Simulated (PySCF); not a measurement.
PySCF input (TPSSh/def2-TZVPD):

```python
from pyscf import gto, scf, dft

mol = gto.M(
    atom='''
    O     0.18079969    1.35809733   -0.27389077
    C     0.01481803    0.05795521    0.48622585
    H     0.27730306    1.99334323    0.43466644
    C    -1.30430824   -0.50114073   -0.00064997
    C     1.12259101   -0.83120874   -0.03526909
    H    -1.34571266   -0.63816707   -1.11781867
    H     1.09460006   -0.97005936   -1.15262913
    H    -2.14719011    0.14726524    0.26486815
    H     2.11509679   -0.43242283    0.20406769
    H    -1.49493930   -1.48572808    0.44625857
    H     1.05583988   -1.83264425    0.40987234
    ''',
    basis='def2-tzvpd',
    charge=-1,
    spin=0,
    verbose=4,
)

mf = dft.RKS(mol, xc='tpssh').density_fit(auxbasis='def2-universal-jkfit')
mf.grids.level = 3
mf.conv_tol = 1e-9
mf.max_cycle = 100
mf.max_memory = 1500
mf.kernel()
if not mf.converged:
    mf = mf.newton()
    mf.kernel(mf.make_rdm1())
mf.analyze()
```

End of the output:

```
Extra cycle  E= -193.77522476153  delta_E= -1.59e-12  |g|= 1.4e-05  |ddm|= 0.000522
converged SCF energy = -193.77522476153
**** SCF Summaries ****
Total Energy =                        -193.775224761530410
Nuclear Repulsion Energy =             124.592450991216936
One-electron Energy =                 -515.853513206243065
Two-electron Energy =                  197.485837453495719
Two-electron Coulomb Energy =          225.142821260767704
DFT Exchange-Correlation Energy =      -27.656983807271978
HOMO-LUMO gap [eV] =                     2.282674452722096
**** MO energy ****
MO #1   energy= -18.8356832036951  occ= 2
MO #2   energy= -9.90580339661886  occ= 2
MO #3   energy= -9.90579992020884  occ= 2
MO #4   energy= -9.89918019786279  occ= 2
MO #5   energy= -0.760216359519703 occ= 2
MO #6   energy= -0.533221605013399 occ= 2
MO #7   energy= -0.463657630331689 occ= 2
MO #8   energy= -0.327658002322583 occ= 2
MO #9   energy= -0.241276313560466 occ= 2
MO #10  energy= -0.213548195280307 occ= 2
MO #11  energy= -0.194617681952597 occ= 2
MO #12  energy= -0.175527962674668 occ= 2
MO #13  energy= -0.166328039871336 occ= 2
MO #14  energy= -0.1318238341413   occ= 2
MO #15  energy= -0.128401024528059 occ= 2
MO #16  energy= -0.044273381673829 occ= 2
MO #17  energy= 0.0640904363082981 occ= 2
MO #18  energy= 0.147977175890191  occ= 0
MO #19  energy= 0.164774641906382  occ= 0
MO #20  energy= 0.168309003364361  occ= 0
MO #21  energy= 0.192496554965763  occ= 0
MO #22  energy= 0.2111818685544    occ= 0
MO #23  energy= 0.213692177186801  occ= 0
MO #24  energy= 0.219748248911585  occ= 0
MO #25  energy= 0.232682251175347  occ= 0
MO #26  energy= 0.249436158063142  occ= 0
MO #27  energy= 0.269875675170585  occ= 0
MO #28  energy= 0.272094194245654  occ= 0
MO #29  energy= 0.282426374047507  occ= 0
MO #30  energy= 0.299243342684165  occ= 0
MO #31  energy= 0.301689013339687  occ= 0
MO #32  energy= 0.311157584698522  occ= 0
MO #33  energy= 0.31886299739084   occ= 0
MO #34  energy= 0.343881621939968  occ= 0
MO #35  energy= 0.361346228624656  occ= 0
MO #36  energy= 0.3767797754517    occ= 0
MO #37  energy= 0.379378311770163  occ= 0
MO #38  energy= 0.385992368284826  occ= 0
MO #39  energy= 0.392429529477376  occ= 0
MO #40  energy= 0.397486668096639  occ= 0
MO #41  energy= 0.416728564224779  occ= 0
MO #42  energy= 0.421170487753186  occ= 0
MO #43  energy= 0.427269442523497  occ= 0
MO #44  energy= 0.433064640016357  occ= 0
MO #45  energy= 0.445030415311122  occ= 0
MO #46  energy= 0.445052529931223  occ= 0
MO #47  energy= 0.45438322881225   occ= 0
MO #48  energy= 0.454597051297552  occ= 0
MO #49  energy= 0.455686430813617  occ= 0
MO #50  energy= 0.458384694565701  occ= 0
MO #51  energy= 0.462544881734979  occ= 0
MO #52  energy= 0.477822613350631  occ= 0
MO #53  energy= 0.483837638795083  occ= 0
MO #54  energy= 0.506907880978119  occ= 0
MO #55  energy= 0.509364696740111  occ= 0
MO #56  energy= 0.522279517049425  occ= 0
MO #57  energy= 0.532709188624369  occ= 0
MO #58  energy= 0.548625640480127  occ= 0
MO #59  energy= 0.557922621461831  occ= 0
MO #60  energy= 0.57465751683367   occ= 0
MO #61  energy= 0.579598857806463  occ= 0
MO #62  energy= 0.583291315725294  occ= 0
MO #63  energy= 0.584897753421755  occ= 0
MO #64  energy= 0.597176676135691  occ= 0
MO #65  energy= 0.611978447819406  occ= 0
MO #66  energy= 0.619140130398126  occ= 0
MO #67  energy= 0.621138598854216  occ= 0
MO #68  energy= 0.633375712647748  occ= 0
MO #69  energy= 0.644265602712134  occ= 0
MO #70  energy= 0.656115007621928  occ= 0
MO #71  energy= 0.698182305119104  occ= 0
MO #72  energy= 0.720426602241763  occ= 0
MO #73  energy= 0.733051745297435  occ= 0
MO #74  energy= 0.740165358723048  occ= 0
MO #75  energy= 0.766513501507554  occ= 0
MO #76  energy= 0.773447217937224  occ= 0
MO #77  energy= 0.786568775351069  occ= 0
MO #78  energy= 0.787107902329372  occ= 0
MO #79  energy= 0.805243757570252  occ= 0
MO #80  energy= 0.833175932858801  occ= 0
MO #81  energy= 0.842848771854592  occ= 0
MO #82  energy= 0.844007741444461  occ= 0
MO #83  energy= 0.844408920317588  occ= 0
MO #84  energy= 0.850536072477459  occ= 0
MO #85  energy= 0.870823035669927  occ= 0
MO #86  energy= 0.878434514296192  occ= 0
MO #87  energy= 0.897410354387493  occ= 0
MO #88  energy= 0.89869429117097   occ= 0
MO #89  energy= 0.910184889010226  occ= 0
MO #90  energy= 0.921114754298453  occ= 0
MO #91  energy= 0.945471365067726  occ= 0
MO #92  energy= 0.955672298116187  occ= 0
MO #93  energy= 1.0237841095025    occ= 0
MO #94  energy= 1.05016537894034   occ= 0
MO #95  energy= 1.08040932465707   occ= 0
MO #96  energy= 1.09388223152904   occ= 0
MO #97  energy= 1.10722904118089   occ= 0
MO #98  energy= 1.11769481891452   occ= 0
MO #99  energy= 1.18839162791055   occ= 0
MO #100 energy= 1.1999105815401    occ= 0
MO #101 energy= 1.22630883894058   occ= 0
MO #102 energy= 1.30080889448349   occ= 0
MO #103 energy= 1.34295670601422   occ= 0
MO #104 energy= 1.35297088804308   occ= 0
MO #105 energy= 1.38828509986298   occ= 0
MO #106 energy= 1.39706008138069   occ= 0
MO #107 energy= 1.43547486198276   occ= 0
[...]
```

It need not be the lowest isomer of its formula. Whether it binds its extra electron was not tested at this geometry.
